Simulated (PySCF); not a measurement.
# NO2 (SMILES [O]N=O) at UCISD/STO-3G

Aim: the vertical doublet–quartet gap of NO2 at UCISD/STO-3G, from 2 runs. The job is set up through a Python script.

The calculation is run with PySCF 2.14.0.

19 further runs of the same task are left out: 11 that didn't finish, 8 set aside as unsound or not needed.

## 1. The structure to begin with

NO2 has 3 atoms, charge 0, and is taken as a doublet. As SMILES, `[O]N=O`. The shape is that of a GFN2-xTB optimisation.

Bond lengths: O1–N2 1.181 Å, N2–O3 1.181 Å. Angles: O1–N2–O3 137.9°.

## 2. A single-point energy at UCISD/STO-3G

File input.py:

```python
# nitrogen dioxide
from pyscf import gto, scf, ci

mol = gto.M(
    atom=[
    ('O', (0.201690, -1.092400, -0.004860)),
    ('N', (-0.247880, -0.008390, -0.136210)),
    ('O', (0.046180, 1.100790, 0.141070)),
],
    max_memory=1860,
    charge=0,
    spin=1,
    basis='sto-3g',
    verbose=3,
)

myscf = scf.UHF(mol)
myscf.conv_tol = 1e-10
myscf.kernel()
if not myscf.converged:
    myscf = myscf.newton().run(myscf.mo_coeff, myscf.mo_occ)

cisd = ci.CISD(myscf, frozen=3)
cisd.kernel()
e_final = cisd.e_tot
print('Final energy', e_final)
```

Command:

```console
OMP_NUM_THREADS=1 python input.py
```

Output:

```text
converged SCF energy = -201.264925167855  <S^2> = 0.7598703  2S+1 = 2.0098461
E(UCISD) = -201.4508713566194  E_corr = -0.1859461887642188
Final energy -201.45087135661942
```

It took 0.87 s on 1 thread of Arm Neoverse V1, shared host; peak memory 0.1 GiB.

## 3. The quartet

File calc.py:

```python
from pyscf import gto, scf, ci

molecule = gto.Mole()
molecule.atom = 'O 0.201690 -1.092400 -0.004860; N -0.247880 -0.008390 -0.136210; O 0.046180 1.100790 0.141070'
molecule.spin = 3
molecule.basis = 'sto-3g'
molecule.max_memory = 1860
molecule.verbose = 3
molecule.build()

myscf = scf.UHF(molecule)
myscf.conv_tol = 1e-10
myscf.kernel()
if not myscf.converged:
    myscf = myscf.newton().run(myscf.mo_coeff, myscf.mo_occ)

cisd = ci.CISD(myscf, frozen=3)
cisd.kernel()
energy = cisd.e_tot
print('E = %.10f Eh' % energy)
```

Command:

```console
OMP_NUM_THREADS=1 python calc.py
```

Output:

```text
WARN: HOMO 0.0929779549754484 >= LUMO -0.359563252852998

converged SCF energy = -201.210468600641  <S^2> = 3.7601964  2S+1 = 4.005095
E(UCISD) = -201.3152084972548  E_corr = -0.1047398966139621
E = -201.3152084973 Eh
```

Run time: 0.74 s. Hardware: 1 thread of Arm Neoverse V1, shared host; peak memory 0.1 GiB.

## 4. Outcome

Level: UCISD/STO-3G, 3 core orbitals frozen.

| quantity | value |
| --- | --- |
| doublet: total energy | -201.45087 Eh |
| doublet: dipole moment (Hartree–Fock density) | 0.20 D |
| doublet: HOMO energy (Hartree–Fock orbitals) (highest over α and β) | -9.58 eV |
| doublet: LUMO energy (Hartree–Fock orbitals) (lowest over α and β) | 5.42 eV |
| doublet: correlation energy (3 core orbitals frozen) | -185.9 mEh |
| doublet: ⟨S²⟩ of the reference determinant | 0.760 |
| quartet: total energy | -201.31521 Eh |
| quartet: dipole moment (Hartree–Fock density) | 0.51 D |
| quartet: HOMO energy (Hartree–Fock orbitals) (highest over α and β) | -7.44 eV |
| quartet: LUMO energy (Hartree–Fock orbitals) (lowest over α and β) | 4.81 eV |
| quartet: correlation energy (3 core orbitals frozen) | -104.7 mEh |
| quartet: ⟨S²⟩ of the reference determinant | 3.760 |
| vertical energy of the quartet above the doublet | 3.692 eV |

**Reading.** At this shape the quartet lies 3.69 eV (356 kJ/mol) above the doublet. In a minimal basis such a difference can be off by several eV, whatever the method. Mulliken charges (doublet) of the mean-field density run from -0.11 on O3 to +0.22 on N2.
